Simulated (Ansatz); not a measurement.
Compare A (`NC#CO`) with its isomer B (`COC#N`).

Computed with Ansatz on PBE0-D4/def2-TZVP structures; ΔE is electronic, products minus reactants. CBS: MP2 limit from def2 TZ/QZ plus the TZ coupled-cluster correction, frozen cores. Functionals use def2-TZVPP. B3LYP here is the variant with VWN-RPA as its local correlation; programs differ in this. One conformer a species, not always the lowest.

(1) Which isomer does CCSD(T)/CBS put lower? Give the gap. (Estimate.)

(2) Give E(B) − E(A) in kcal/mol with PBE-D4, r2SCAN-D4, LDA (SPW92), B3LYP, HF/def2-TZVPP, CCSD(T)/def2-TZVPP, B2PLYP. (Best estimate.)

(3) Does the order hold for the free energy at 298.15 K (harmonic terms from PBE0-D4)? (Estimate.)

Largest T1 diagnostic: 0.014.

Results:

(1) The calculation gave: B, by 28.8 kcal/mol.

(2) Computed: PBE-D4 -25.7, r2SCAN-D4 -28.3, LDA (SPW92) -19.1, B3LYP -27.9, HF/def2-TZVPP -33.6, CCSD(T)/def2-TZVPP -31.5, B2PLYP -29.9. None reverses the order clearly.

(3) Computed: Yes: G(B) − G(A) = -28.7 kcal/mol, for one conformer each.

In def2-TZVPP, CCSD(T) changes the Hartree–Fock value by +2.1 kcal/mol (the triples alone add −0.3 kcal/mol) and MP2 by +2.8 kcal/mol. At CCSD(T), def2-SVP lies −5.6 kcal/mol from the extrapolated value and def2-TZVPP −2.7 kcal/mol.
